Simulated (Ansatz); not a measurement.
Ansatz (a program for electronic structure) input (CCSD(T)/STO-3G):

Ansatz 0.2 input:
```yaml
crystal:
  periodic: [false, false, false]
  atoms:
    - {symbol: C, position_ang: [0.00150420, 0.06782275, 0.35234476]}
    - {symbol: H, position_ang: [0.00420647, -0.06617570, 1.47074893]}
    - {symbol: C, position_ang: [0.00836434, 1.49076899, -0.15367575]}
    - {symbol: H, position_ang: [-0.87400686, 2.03508487, 0.22502747]}
    - {symbol: H, position_ang: [0.89948318, 2.02456257, 0.21948169]}
    - {symbol: C, position_ang: [1.24463462, -0.68990047, -0.13394913]}
    - {symbol: H, position_ang: [1.26512854, -0.68733128, -1.22899581]}
    - {symbol: H, position_ang: [2.15557123, -0.18983784, 0.21049222]}
    - {symbol: H, position_ang: [1.26778541, -1.72832745, 0.23041004]}
    - {symbol: C, position_ang: [-1.25354649, -0.67507850, -0.12613720]}
    - {symbol: H, position_ang: [-1.28085629, -0.67222569, -1.22103440]}
    - {symbol: H, position_ang: [-1.28673820, -1.71317120, 0.23839815]}
    - {symbol: H, position_ang: [-2.15631350, -0.16425497, 0.22397568]}
basis:
  gaussian:
    orbitals: STO-3G
total_charge: -1
magnetization: {spin_polarized: false}
correlation: {method: ccsd_t, electrons: outside_noble_gas}
```

End of the output:

```
integrals: 0.00 GiB planned
408 factors; integrals over basis functions are off by at most 2.8e-5 eV
mean field: 0.07 GiB planned
mean field evaluation 1: about -4204.0295 eV, gradient 2.5e1 eV
mean field evaluation 2: about -4204.3184 eV, gradient 2.5e1 eV
mean field evaluation 4: about -4206.4806 eV, gradient 1.6e0 eV
mean field evaluation 8: about -4206.4935 eV, gradient 3.1e-2 eV
mean field evaluation 16: about -4206.2163 eV, gradient 2.5e-1 eV
mean field -4206.49351292 eV, -154.5857853362 hartree, gradient 2.3e-6 eV, S^2 0.000000; 0 other end points of the search recorded, 0 dependent functions left out
4 core orbitals not correlated
reference -4206.49351292 eV, -154.5857853362 hartree; 13, 13 occupied and 12, 12 virtual orbitals, 408 factors
second order -5.30437310 eV of doubles, -0.00000000 eV of singles
coupled cluster: 0.05 GiB planned
cycle   1  -6.51245165 eV  change    -1.2e0 eV  update   7.7e-2
cycle   2  -7.06662938 eV  change   -5.5e-1 eV  update   2.8e-2
cycle   3  -7.09809774 eV  change   -3.1e-2 eV  update   5.6e-3
cycle   4  -7.10363183 eV  change   -5.5e-3 eV  update   2.0e-3
cycle   5  -7.10356537 eV  change    6.6e-5 eV  update   5.7e-4
cycle   6  -7.10340106 eV  change    1.6e-4 eV  update   1.9e-4
cycle   7  -7.10326541 eV  change    1.4e-4 eV  update   7.9e-5
cycle   8  -7.10325183 eV  change    1.4e-5 eV  update   2.3e-5
perturbative correction -0.04896400 eV, -0.0017993939 hartree
Total energy: -4213.64572876 eV, -154.8486244202 hartree
```

It need not be the lowest isomer of its formula. Whether it binds its extra electron was not tested at this geometry.
